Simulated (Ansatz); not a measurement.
CF, quartet along the distance C1-F2

Starting geometry (PBE0/def2-TZVP stationary point for this spin):

```csv
atom,x (Å),y (Å),z (Å)
C,0.0000,0.0000,0.0000
F,0.0000,0.0000,1.3159
```

From there F2 moves along the line of the two atoms named below, all else staying in place; atoms are numbered as listed. Energies are in kJ/mol, counted from the starting geometry at the same level. Kohn–Sham curves are unrestricted where that lies lower.

Basis 6-31G; Ansatz 0.2.0. Only valence electrons are correlated (noble-gas cores frozen).

A value is left out where its run failed or describes another state than the reference as far as symmetry and spin tell, or, spin-broken singlets apart, can't be checked. The reference follows the lowest state, whose symmetry changes from Σ⁻ or Δ to Π between 2.133 and 2.464.

In so small a basis the reference is far from its limit while semilocal and hybrid functionals are nearer theirs (RPA and double hybrids share much of the reference's basis error), so the functionals' errors here hold much of the reference's basis and frozen-core error, which can add to them or hide them.

Full CI is exact within this basis and frozen core; it isn't the basis-set limit.

```tsv
distance C1-F2 (Å)	full CI	B97M-V	PBE0	B3LYP	r2SCANh	B2PLYP
1.079	340.4	313.5	301.5	307.5	308.9	316.2
1.181	116.3	103.7	96.1	100.2	100.0	104.2
1.316	0.0	0.0	0.0	0.0	0.0	0.0
1.446	-14.0	-7.4	0.8	-4.7	-1.9	-6.1
1.625	28.7	37.0	56.9	41.6	53.3	45.7
1.859	97.6	96.0	128.2	100.8	130.4	112.7
2.133	132.1	–	–	–	171.9	–
2.464	129.9	130.0	163.7	133.6	179.9	128.0
2.824	127.7	134.0	167.0	136.8	183.7	128.9
3.500	130.7	140.7	173.1	143.2	190.1	133.9
4.396	132.2	143.0	175.3	145.2	–	135.7
```

PBE0 at 4.396 Å lies 43.0 kJ/mol (33 %) above the reference in this basis.
